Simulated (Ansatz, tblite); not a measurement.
**The cluster CdF₂: one state, many levels**

The task here is to estimate one member of a computed series from the others.

Computed with Ansatz 0.2.0, Gaussian basis. Level: as each input shows.

Plan: GFN1-xTB, GFN2-xTB, PBE-D4/def2-TZVP, r2SCAN-D4/def2-TZVP, PBE-QIDH/def2-TZVP, revPBE-D4/def2-TZVP, BHLYP-D4/def2-TZVP, B2PLYP/def2-TZVP, r2SCANh-D4/def2-TZVP, PBE-D4/def2-SVP, PBE0-D4/def2-SVP, PBE0-D4/def2-TZVPD, PBE-D4/def2-TZVPD, r2SCAN-D4/def2-TZVPD, CCSD(T)/def2-TZVPP, MP2/def2-TZVP, RPA/def2-TZVP, CCSD(T)/def2-TZVPD.

## The structure

The singlet was relaxed beforehand with r2SCAN-D4/def2-TZVP. At that level it is the lowest of the isomers that a small search found.

3 atoms, charge 0, spin multiplicity 1.

Bond lengths: Cd1–F2 1.920 Å, Cd1–F3 1.920 Å. Angles: F2–Cd1–F3 180.0°.

Cd takes a core potential in the def2 sets. No spin-orbit coupling is included.

PBE0-D4/def2-TZVP was run before; its log isn't repeated, and its numbers join the tables.

The first run:

Tight binding, by tblite at 300 K electronic temperature and without a spin-polarisation term:

```python
tblite.interface.Calculator('GFN1-xTB', numbers, positions, charge=0, uhf=0).singlepoint()
```

Tight binding, by tblite at 300 K electronic temperature and without a spin-polarisation term:

```python
tblite.interface.Calculator('GFN2-xTB', numbers, positions, charge=0, uhf=0).singlepoint()
```

start.molden holds the orbitals of an earlier run on this state, given as this run's starting guess.

File in.yaml:

```yaml
crystal:
  periodic: [false, false, false]
  atoms:
    - {symbol: Cd, position_ang: [0.000126, 0.000092, 0.000098]}
    - {symbol: F, position_ang: [1.376827, -1.039999, -0.842818]}
    - {symbol: F, position_ang: [-1.376953, 1.039908, 0.842729]}
basis:
  gaussian: {orbitals: def2-TZVP, initial_orbitals: start.molden}
hamiltonian: {xc: pbe, dispersion: d4}
scf: {omitted_lower_state_checks: [starts]}
output: {orbitals: {seedname: orbitals}}
```

The run is started by

```
ansatz run in.yaml --threads 2 --pin off --events-out ev --progress --plain --max-ram 4352MiB
```

Among the steps run: PBE-D4/def2-TZVP; r2SCAN-D4/def2-TZVP; PBE-QIDH/def2-TZVP; revPBE-D4/def2-TZVP; BHLYP-D4/def2-TZVP; B2PLYP/def2-TZVP; r2SCANh-D4/def2-TZVP; PBE-D4/def2-SVP; PBE0-D4/def2-SVP; PBE0-D4/def2-TZVPD; PBE-D4/def2-TZVPD; r2SCAN-D4/def2-TZVPD; CCSD(T)/def2-TZVPP; MP2/def2-TZVP; RPA/def2-TZVP; CCSD(T)/def2-TZVPD.

One of the session's tables, all rows but one given; the rest of the session is left out.

It belongs to the step «Levels side by side». 

| level | HOMO (eV) | LUMO (eV) | gap (eV) |
| --- | --- | --- | --- |
| PBE-D4/def2-SVP | -7.65 | -3.08 | 4.57 |
| PBE-D4/def2-TZVP | -8.16 | -3.36 | 4.80 |
| PBE-D4/def2-TZVPD | -8.30 | -3.44 | 4.85 |
| revPBE-D4/def2-TZVP | -8.04 | -3.23 | 4.82 |
| r2SCAN-D4/def2-TZVP | -8.55 | -3.09 | 5.46 |
| r2SCAN-D4/def2-TZVPD | ? | ? | ? |
| r2SCANh-D4/def2-TZVP | -9.28 | -2.74 | 6.53 |
| PBE0-D4/def2-SVP | -9.61 | -2.14 | 7.47 |
| PBE0-D4/def2-TZVP | -10.07 | -2.40 | 7.67 |
| PBE0-D4/def2-TZVPD | -10.17 | -2.47 | 7.70 |
| BHLYP-D4/def2-TZVP | -12.00 | -1.63 | 10.37 |

**Question.** Estimate the row for r2SCAN-D4/def2-TZVPD.

The run gave: HOMO (eV): -8.65; LUMO (eV): -3.14; gap (eV): 5.51. In the column «HOMO (eV)» it lies between r2SCANh-D4/def2-TZVP (-9.28) and r2SCAN-D4/def2-TZVP (-8.55).
